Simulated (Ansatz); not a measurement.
Dimethyl sulfoxide (`CS(C)=O`): measurement beside calculation (Ansatz, PBE0-D4/def2-TZVP geometry).

Z-matrix (Å, degrees):
```
C
S 1 1.799
H 1 1.090 2 106.7
H 1 1.091 2 109.1 3 118.7
H 1 1.091 2 110.0 3 -119.1
C 2 1.799 1 96.4 3 -176.6
O 2 1.481 1 106.7 3 -67.0
H 6 1.090 2 106.7 1 176.6
H 6 1.091 2 109.1 1 58.0
H 6 1.091 2 110.0 1 -64.3
```

Enthalpy of formation at 298 K: -36.2 kcal/mol (zero for an element's reference state; older measured values of the G2 set, as listed by Staroverov and co-workers, J. Chem. Phys. 119, 12129, 2003). With their computed zero-point and thermal terms and the atoms' enthalpies of Curtiss and co-workers (1997) it gives an electronic atomization energy of 855.0 kcal/mol.

```csv
level,atomization (kcal/mol),error,error per bond
LDA (SPW92),991.9,136.9,15.2
PBE-D4,878.0,23.1,2.6
revPBE-D4,857.1,2.2,0.2
BLYP-D4,855.9,0.9,0.1
r2SCAN-D4,860.6,5.6,0.6
B97M-V,858.9,4.0,0.4
PBE0-D4,858.3,3.3,0.4
B3LYP-D4,854.3,-0.6,-0.1
r2SCANh-D4,853.9,-1.1,-0.1
r2SCAN0-D4,844.4,-10.6,-1.2
HSE06-D4,859.0,4.0,0.4
BHLYP-D4,824.1,-30.9,-3.4
CAM-B3LYP-D4,856.2,1.3,0.1
ωB97X-V,856.6,1.6,0.2
ωB97M-V,857.9,3.0,0.3
B2PLYP,844.8,-10.2,-1.1
PBE-QIDH,848.7,-6.3,-0.7
PBE,873.7,18.8,2.1
revPBE,842.5,-12.5,-1.4
BLYP,846.2,-8.8,-1.0
r2SCAN,859.5,4.6,0.5
PBE0,854.7,-0.3,0.0
B3LYP,847.4,-7.6,-0.8
r2SCANh,852.8,-2.2,-0.2
r2SCAN0,843.2,-11.8,-1.3
HSE06,855.7,0.7,0.1
BHLYP,819.2,-35.8,-4.0
CAM-B3LYP,852.7,-2.3,-0.3
LC-ωPBE,849.9,-5.1,-0.6
HF/def2-TZVPP,600.6,-254.4,-28.3
MP2/def2-TZVPP,844.3,-10.7,-1.2
SCS-MP2/def2-TZVPP,839.9,-15.1,-1.7
CCSD/def2-TZVPP,815.6,-39.4,-4.4
CCSD(T)/def2-TZVPP,830.0,-25.0,-2.8
HF/def2-QZVPP,602.6,-252.4,-28.0
MP2/def2-QZVPP,860.0,5.0,0.6
SCS-MP2/def2-QZVPP,856.9,2.0,0.2
HF/CBS(def2),602.9,-252.1,-28.0
MP2/CBS(def2),870.5,15.5,1.7
CCSD/CBS(def2),841.8,-13.2,-1.5
CCSD(T)/CBS(def2),856.2,1.2,0.1
```

Functionals use def2-TZVPP; B3LYP here is the variant with VWN-RPA as its local correlation; programs differ in this. The calculations leave out spin–orbit coupling, scalar relativity and, for the correlated methods, core correlation; together these are worth up to about 1 kcal/mol a heavy atom. HSE06 is defined as in plane-wave codes. CBS adds triple-zeta CCSD(T) − MP2 to the MP2 limit. T1 = 0.015.
